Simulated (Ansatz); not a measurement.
`C=CC(F)Cl` + H₂ → `FCCl` + `C=C` at 500 K and 1 bar (hydrogenolysis of a C–C bond).

Isolated molecules relaxed with PBE0-D4/def2-TZVP in Ansatz; ΔE leaves out vibrations. CCSD(T)/CBS is the MP2 limit (def2-TZVPP, def2-QZVPP) plus CCSD(T) − MP2 in def2-TZVPP, frozen cores. This one scheme is used for every species. Each species was taken in one conformer, which may not be the lowest.

```
    species  CCSD(T)/CBS energy (Eh)  H − E (kJ/mol)  S (J/(mol·K))
`C=CC(F)Cl`               -676.10309           205.1          364.3
         H₂                 -1.17544            41.0          145.5
     `FCCl`               -598.81139           104.1          292.1
      `C=C`                -78.48111           155.1          245.3
```

H − E and S are ideal-gas, rigid-rotor, harmonic terms from PBE0-D4/def2-TZVP, for one conformer and one mirror image of each species. The MP2-based limit puts H₂ 0.8 mEh under its directly extrapolated value; such offsets cancel only in part. 1 Eh = 2625.50 kJ/mol, R = 8.31446 J/(mol·K).

Problem. By hand: ΔE, ΔH, ΔS and ΔG.

Solution. ΔE = (-598.81139) + (-78.48111) − (-676.10309) − (-1.17544) = -0.01397 Eh = -36.7 kJ/mol. Δ(H − E) = 104.1 + 155.1 − 205.1 − 41.0 = 13.1, so ΔH = -23.6 kJ/mol. ΔS = 292.1 + 245.3 − 364.3 − 145.5 = 27.6 J/(mol·K). ΔG = -23.6 − 500 × (27.6)/1000 = -37.4 kJ/mol.

Problem. By hand: the equilibrium constant, and the temperature at which ΔG would vanish if ΔH and ΔS stayed fixed.

Solution. log₁₀ K = −ΔG/(RT ln 10) = 3.9. ΔH and −TΔS have one sign here, so there is no such temperature.

TΔS isn't small against ΔH here. A doubt of 5 kJ/mol in ΔE shifts log₁₀ K by 0.5 here. Other conformers and mirror images would add mixing entropy, several J/(mol·K) or more a flexible species. These are equilibria of isolated gas molecules and say nothing of rates. Largest T1 diagnostic: 0.011 (customary marks: 0.02 for closed shells, 0.045 for open ones).
